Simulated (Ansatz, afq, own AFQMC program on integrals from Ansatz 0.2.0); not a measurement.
AFQMC, coupled cluster and functionals along a coordinate of NH3⁻, doublet

| atom | x (Å) | y (Å) | z (Å) |
| --- | --- | --- | --- |
| N | 0.0020 | 0.0026 | -0.0714 |
| H | 0.9311 | -0.0026 | 0.3573 |
| H | -0.4883 | 0.7975 | 0.3467 |
| H | -0.4704 | -0.8308 | 0.2884 |

The N1–H2 distance is changed with both sides rigid. Energies in mEh count from this geometry (1.023 Å) at the same level; the start stands on UHF, each point on the determinant named.

Basis 6-31++G**. Only valence electrons are correlated. Integrals, coupled cluster, full CI and functionals: Ansatz 0.2.0; the random walks run on the same integrals in our own AFQMC program. ph-AFQMC/CISD is guided by a CISD state made of CCSD amplitudes; releasing the constraint for a short imaginary time cuts its bias at the price of noise, slowly where states lie close. Error bars are statistical, one sigma.

Cautions, each for one point or more: higher spins were not checked; strong correlation; unrestricted determinant spin contaminated.

| r(N1–H2) / Å | det. | T1 | weight | ⟨S²⟩ | r2SCAN | PBE0 | CCSD(T) |
| --- | --- | --- | --- | --- | --- | --- | --- |
| 0.916 | UHF | 0.013 | 0.93 | 0.75 | 11.5 | 11.2 | 11.4 |
| 1.134 | UHF | 0.015 | 0.92 | 0.75 | 6.9 | 7.5 | 7.4 |
| 1.386 | UHF | 0.018 | 0.91 | 0.75 | 43.8 | 47.4 | 47.6 |
| 1.924 | UHF | 0.057 | 0.85 | 0.78 | 89.0 | 96.3 | 101.2 |
| 2.701 | UHF¶ | 0.123 | 0.70 | 0.89 | 101.9 | 111.1 | 117.4 |

(1) Estimate the curve of CCSDT(Q), counted from the same start.

## Answers

(1) 
```tsv
r(N1–H2) / Å	det.	T1	weight	⟨S²⟩	CCSDT(Q)	ph-AFQMC/CISD	released AFQMC
0.916	UHF	0.013	0.93	0.75	11.5	11.5 ± 0.5	11.9 ± 0.6
1.134	UHF	0.015	0.92	0.75	7.4	7.6 ± 0.5	7.7 ± 0.5
1.386	UHF	0.018	0.91	0.75	47.2	46.3 ± 0.7	46.1 ± 0.8*
1.924	UHF	0.057	0.85	0.78	100.2	101.7 ± 0.8	101.1 ± 1.0*
2.701	UHF¶	0.123	0.70	0.89	116.0	119.1 ± 1.0	116.7 ± 1.5*
```

Weight is that of the determinant in the CISD state; at the start T1 is 0.014 and the weight 0.93, and ⟨S²⟩ is 0.75. ¶ marks points with a poor determinant and no full CI, where no value is sure; they don't count among the departures. An asterisk marks released energies that aren't shown to be converged. Largest departures from CCSDT(Q), at the points where its series has closed: CCSD(T) 1.0 mEh at 1.924 (on UHF), ph-AFQMC/CISD 1.5 mEh at 1.924 (on UHF) (within the noise), released AFQMC 0.4 mEh at 0.916 (on UHF) (within the noise), r2SCAN -11.1 mEh at 1.924, PBE0 -3.9 mEh at 1.924. Functionals count only at points shown to share the start's state and spin. In this small basis the wave-function levels are far from their limit, so their gap to the functionals isn't the functionals' error.

A walk keeps the symmetry of its determinant, which the program's search chose and which needn't be the lowest solution, so a lower state of the same spin and another symmetry isn't excluded.
